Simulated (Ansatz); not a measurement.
# C2H3Si−: structure from calculated spectroscopic constants

These gas-phase data were calculated for one isomer of C2H3Si− at PBE0-D3(BJ)/def2-SVPD (harmonic, unscaled wavenumbers; equilibrium rotational constants with average atomic masses):

- rotational constants: 124.4, 4.964, 4.936 GHz
- all wavenumbers above 1500 cm⁻¹: 3046, 3006, 1899, 1724

Candidates:

(1) `C#C[SiH2-]`, a singlet
(2) `C=C=[SiH-]`, a singlet
(3) `[C-]#C[SiH3]`, a singlet

Which structure fits?

Candidate (2). No mode falls between 3300 and 3560 cm⁻¹, where the ≡C–H stretch of (1) would stand. The band at 3046 cm⁻¹ lies where the C–H stretch is expected; (3) has no mode between 2750 and 3290 cm⁻¹.

The same quantities for all candidates:

```tsv
	rotational constants (GHz)	wavenumbers above 1500 cm⁻¹	E above the lowest, PBE0-D3(BJ)/def2-SVPD (kcal/mol)
(1)	109.8, 4.787, 4.762	3457, 2062, 1958, 1951	0.0
(2)	124.4, 4.964, 4.936	3046, 3006, 1899, 1724	0.3
(3)	88.65, 5.261, 5.261	2142, 2104, 2104, 2045	3.7
```

Each candidate is one conformer. Programs: Ansatz 0.2.0.
